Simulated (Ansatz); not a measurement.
# SiNH (triplet): from Hartree-Fock to the top rungs, def2-QZVPP

One table from this session's results is given with a row withheld; the runs are named, their logs left out.

Method: def2-QZVPP, core rule «outside noble gas», up to 6 orbitals frozen; program: Ansatz 0.2.0, Gaussian basis.

Plan: UHF; ROHF; CCSD(T) on UHF.

2 further runs of the same task are left out: 2 set aside as unsound or not needed.

### The system

The geometry is a PBE0/def2-TZVP stationary point (not a proven minimum).

3 atoms, charge 0, spin multiplicity 3.

Atoms are counted from 1 here; the program's logs count them from 0.

Bond lengths: Si1–N2 1.701 Å, N2–H3 1.020 Å. Angles: Si1–N2–H3 125.4°.

Coordinates:

```xyz
3
charge 0, multiplicity 3
Si    0.0000    0.0330    0.6059
N     0.0000   -0.1138   -1.0890
H     0.0000    0.6631   -1.7496
```

Set-up of the first run:

File in.yaml:

```yaml
crystal:
  periodic: [false, false, false]
  atoms:
    - {symbol: Si, position_ang: [0.000000, 0.032951, 0.605869]}
    - {symbol: N, position_ang: [0.000000, -0.113788, -1.088955]}
    - {symbol: H, position_ang: [0.000000, 0.663088, -1.749585]}
basis:
  gaussian: {orbitals: "def2-QZVPP.json"}
magnetization: {spin_polarized: true, initial_magnetization: 2}
hamiltonian: {xc: hf}
output: {orbitals: {seedname: orbitals}}
```

On the command line:

```
ansatz run in.yaml --threads 1 --pin off --events-out ev --progress --plain --max-ram 3968MiB --backend cpu
```

Steps of the session up to this table: UHF; ROHF; CCSD(T) on UHF.

One table of the session follows, with a row left open; its other results are not shown here.

| method | from UCCSD(T) (meV) |
| --- | --- |
| ROHF | +8590.3 |
| UMP2 | ? |
| UCCSD | +400.6 |
| UCCSD(T) | 0 |

Q: Estimate the row for UMP2 from the others.

As computed: from UCCSD(T) (meV): +1175.1. In the column «from UCCSD(T) (meV)» it lies between UCCSD (+400.6) and ROHF (+8590.3).

Left out of the table: UHF (another determinant or state than the rows shown).

Limits of these values: Warnings: coupled cluster took another determinant than the lowest.
